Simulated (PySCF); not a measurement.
Potential energy of MgO along the bond

Set-up: basis Mg aug-cc-pVDZ, O aug-cc-pVDZ; no relativity; PySCF 2.14. Energies in eV from Mg + O in their ground configurations at the same level. State: ³Π (triplet), unpaired electrons σ ↑, π ↑.

```json
{"R (Å)": "1.632", "PBE": "-1.752", "PBE0": "-1.608"}
{"R (Å)": "1.708", "PBE": "-2.204", "PBE0": "-2.038"}
{"R (Å)": "1.784", "PBE": "-2.458", "PBE0": "-2.270"}
{"R (Å)": "1.841", "PBE": "-2.555", "PBE0": "-2.349"}
{"R (Å)": "1.898", "PBE": "-2.595", "PBE0": "-2.370"}
{"R (Å)": "1.955", "PBE": "-2.590", "PBE0": "-2.347"}
{"R (Å)": "2.031", "PBE": "-2.534", "PBE0": "-2.267"}
{"R (Å)": "2.126", "PBE": "-2.412", "PBE0": "-2.115"}
{"R (Å)": "2.240", "PBE": "-2.221", "PBE0": "-1.890"}
{"R (Å)": "2.392", "PBE": "-1.938", "PBE0": "-1.570"}
```

Problem. Put a parabola through the three lowest points of the PBE curve and estimate Re, k and ωe (reduced mass 9.596 u; 1 eV/Å² = 0.16022 mdyn/Å; ωe = 1302.8·√(k/μ) cm⁻¹).

Solution. Through R = 1.841, 1.898, 1.955 Å the second-order coefficient is 6.93 eV/Å², so Re ≈ 1.920 Å, k ≈ 2.22 mdyn/Å and ωe ≈ 626 cm⁻¹. A polynomial fit of higher order to the unrounded PBE energies gives Re = 1.919 Å, k = 1.94 mdyn/Å, ωe = 586 cm⁻¹; anharmonicity and rounding make the difference.

The higher-order fit for each curve: PBE: Re = 1.919 Å, ωe = 586 cm⁻¹, De = 2.60 eV; PBE0: Re = 1.894 Å, ωe = 625 cm⁻¹, De = 2.37 eV.

Counting both spins, an empty level lies below a filled one in some of these solutions, because spin and occupation are held. The state is the lowest determinant that a PBE0 search found; another state may lie lower at other levels.
